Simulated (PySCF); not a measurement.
Gas-phase reaction: 2 CH₃SiHCl₂ + C₂H₆ + 2 CH₂Cl = 2 Si + 6 CH₃Cl

Method: PySCF energies plus ideal-gas RRHO corrections (1 bar). † marks an energy on the PBE0/def2-TZVP geometry and frequencies; other levels use their own. MP2 freezes the core. Open shells (unrestricted): CH₂Cl (multiplicity 2), Si (multiplicity 3, electronic degeneracy 9); the rest are closed-shell singlets. Spin-orbit splitting is ignored; it lowers the true energy and changes the entropy of Si. B3LYP is the form with VWN-RPA correlation. CH₂Cl: computed as isolated molecules; such fragments, hydroxides, amides, oligomers or adducts are transient or little studied in the gas. MP2 isn't extrapolated to the basis-set limit; its ΔH°(298 K) is 1006.6 kJ in def2-SVP and 1050.9 kJ in def2-TZVPP. The harmonic model lacks anharmonicity and excited electronic states, which grow with temperature; levels with a mode under 35 cm⁻¹ are left out. Internal rotation in CH₃SiHCl₂, C₂H₆ is treated as a harmonic vibration of one conformer, which makes the entropy rough.

| level | ΔE electronic, kJ | ΔH°(298 K), kJ | ΔS°(298 K), J/K | ΔG°(600 K), kJ |
|---|---|---|---|---|
| B3LYP/def2-TZVP† | 981 | 1007 | 362 | 794 |
| M06-2X/def2-TZVP† | 1026 | 1052 | 362 | 839 |
| MP2/def2-TZVPP† | 1025 | 1051 | 362 | 838 |
| PBE/def2-SVP | 1009 | 1031 | 356 | 822 |
| PBE0/def2-QZVP† | 1021 | 1047 | 362 | 835 |
ΔH° is lowest at B3LYP/def2-TZVP† and highest at M06-2X/def2-TZVP†. No reference value is set beside these.
